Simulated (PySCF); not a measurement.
## Shifts of the heteroatoms

Geometry:
```csv
atom,x (Å),y (Å),z (Å)
C1,-0.517,0.041,0.011
B2,1.010,-0.077,-0.044
O3,2.211,-0.170,-0.087
H4,-0.877,-0.126,1.037
H5,-0.984,-0.706,-0.648
H6,-0.837,1.042,-0.313
```

Level of theory: PBE0-D3(BJ)/def2-SVP geometry, NMR shieldings at PBE0/pcSseg-1/GIAO, J: B3LYP/pcJ-1, in PySCF 2.14 (equivalent nuclei averaged, relativity neglected, no solvent, a single conformation).

Q: Where does 17O resonate?

A: 
```
atoms         environment  σ (ppm)  δ (ppm)
   O3  oxygen bonded to B     54.5    215.5
```

Shieldings were converted by a linear fit to measured shifts: 17O (scatter 13.4 ppm rms, 14.2 ppm with the 1 outlier that the fit left out vs liquid water, solution or neat liquid). Occasional misses reach two or three times the rms, and more in compound classes unlike the fitted ones. Couplings are scaled by factors fitted to measured values: 2J(H,H) × 0.91 (rms 0.6 Hz); all others are unscaled and can be 10–30 % off.

Couplings (the largest are listed; each averaged over equivalent pairs; quadrupolar broadening usually hides them): 1J(B2,O3) = -24.5 Hz, 2J(C1,O3) = 1.7 Hz, 3J(O3,H4) = -1.4 Hz.

On a 400 MHz spectrometer 17O resonates near 54.2 MHz, so 1 ppm is 54.2 Hz.
